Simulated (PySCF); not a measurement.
# Static response to an electric field

C3H10P2.
Cartesian coordinates in Å at the GFN2-xTB level; atoms count from 1:
```xyz
15
C3H10P2 angstrom
C     -2.0769   -0.4013   -0.4105
C     -0.9306    0.5963   -0.3225
P      0.6722   -0.1213   -0.9585
C      1.1231   -1.1778    0.4982
P      1.9219    1.5917   -0.4634
H     -1.8981   -1.2571    0.2369
H     -2.1878   -0.7630   -1.4307
H     -3.0107    0.0679   -0.1058
H     -0.7958    0.9400    0.7073
H     -1.1544    1.4688   -0.9441
H      2.1620   -1.4889    0.3967
H      0.4981   -2.0686    0.5008
H      0.9959   -0.6376    1.4354
H      1.6177    2.2499   -1.6518
H      3.0590    1.0091   -1.0156
```

Level: PBE0/def2-SVPD (PySCF), static field, nuclei fixed, core orbitals frozen in the response. The polarisability tensor in these axes (au):

```
x   103.14  11.04   0.47
y    11.04  95.05  -3.25
z     0.47  -3.25  78.87
```

**Question.** Give the principal values, the mean and the anisotropy Δα = √{½[(α1 − α2)² + (α2 − α3)² + (α1 − α3)²]}.

**Answer.** Principal values 77.89, 88.24 and 110.92 au; mean 92.35 au = 13.69 Å³ = 15.23 × 10⁻⁴⁰ C²·m²/J; Δα = 29.26 au (32 % of the mean).

**Question.** What is the dipole moment, and where does it point?

**Answer.** (-0.62, -0.35, 0.54) D, 0.89 D in size, pointing from the negative to the positive side. Measured along this direction, the outermost atoms are H15 at the negative end and H8 and H6 at the positive end.

**Question.** Traceless (Buckingham) quadrupole moment about the centre of nuclear charge: eigenvalues?

**Answer.** -7.13, 2.44, 4.69 D·Å. The values depend on the origin, since the dipole doesn't vanish. The electronic extent ⟨r²⟩ about the same centre is 854 bohr², a root-mean-square distance of 2.03 Å for the 58 electrons.

**Question.** How large is μ²/3kT at 250 K beside α?

**Answer.** In Gaussian units μ²/3kT = 7.72 Å³ against 13.69 Å³, a ratio of 0.56; the Debye molar polarisation (4π/3)N_A(α + μ²/3kT) is 54.0 cm³/mol, leaving out the vibrational part.

**Question.** Find the Langevin capture rate constant for NO+ (29.998 u) meeting this molecule (108.026 u), k = 2.342 × 10⁻⁹ cm³/s × √(α in Å³ / reduced mass in u).

**Answer.** The reduced mass is 23.48 u, so k = 1.79 × 10⁻⁹ cm³/s. The formula leaves out the permanent dipole, which adds to the capture rate.

One conformer (not necessarily the lowest) at the GFN2-xTB geometry, without solvent, vibrations or thermal averaging.

The run behind these numbers computed excited states as well. Time: 25 s; peak memory 0.75 GiB. Hardware: an Arm Neoverse V2 with one thread (shared host).
